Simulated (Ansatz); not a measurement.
**BSiN (singlet): the correlation ladder, cc-pVTZ**

The task here is to estimate one member of a computed series from the others.

The runs use Ansatz 0.2.0, Gaussian basis; cc-pVTZ, core rule «outside noble gas», up to 7 orbitals frozen.

To be run: UHF; CCSD(T) on RHF; BCCD(T) on RHF; CCSDT(Q) on RHF; CASSCF and NEVPT2, 12 electrons in 12 orbitals.

5 further runs of the same task are left out: 5 set aside as unsound or not needed.

**What is computed**

The geometry is a PBE0/def2-TZVP stationary point (not a proven minimum) of the parent state, kept for this charge and spin.

3 atoms, charge 0, spin multiplicity 1.

Atoms are counted from 1 here; the program's logs count them from 0.

Bond lengths: B1–N2 1.274 Å, N2–Si3 1.674 Å. Angles: B1–N2–Si3 180.0°.

Geometry (Å):

```mol
BNSi
  3D, bonds by distance, orders not assigned

  3  2  0  0  0  0  0  0  0  0999 V2000
    0.0000    0.0000   -1.4078 B   0  0
    0.0000    0.0000   -0.1333 N   0  0
    0.0000    0.0000    1.5410 Si  0  0
  1  2  8  0
  2  3  8  0
M  END
```

Set-up of the first run:

Contents of in.yaml:

```yaml
crystal:
  periodic: [false, false, false]
  atoms:
    - {symbol: B, position_ang: [0.000000, 0.000000, -1.407767]}
    - {symbol: N, position_ang: [0.000000, 0.000000, -0.133267]}
    - {symbol: Si, position_ang: [0.000000, 0.000000, 1.541033]}
basis:
  gaussian: {orbitals: cc-pVTZ}
magnetization: {spin_polarized: true, initial_magnetization: 0}
hamiltonian: {xc: hf}
output: {orbitals: {seedname: orbitals}}
```

Launch:

```sh
$ ansatz run in.yaml --threads 1 --pin off --events-out ev --progress --plain --max-ram 4096MiB --backend cpu
```

Among the steps run: UHF; CCSD(T) on RHF; BCCD(T) on RHF; CCSDT(Q) on RHF; CASSCF and NEVPT2, 12 electrons in 12 orbitals.

One table of the session follows, with a row left open; its other results are not shown here.

```
        method  from RCCSDT(Q) (meV)
           RHF              +10853.5
          RMP2                     ?
         RCCSD                +674.9
      RCCSD(T)                 +67.4
       BCCD(T)                 +62.1
        RCCSDT                 +55.0
     RCCSDT(Q)                     0
CASSCF valence               +6477.5
NEVPT2 valence               +1558.3
```

Estimate the missing values for RMP2.

**Answer.** from RCCSDT(Q) (meV): +1177.4. In the column «from RCCSDT(Q) (meV)» it lies between RCCSD (+674.9) and NEVPT2 valence (+1558.3).
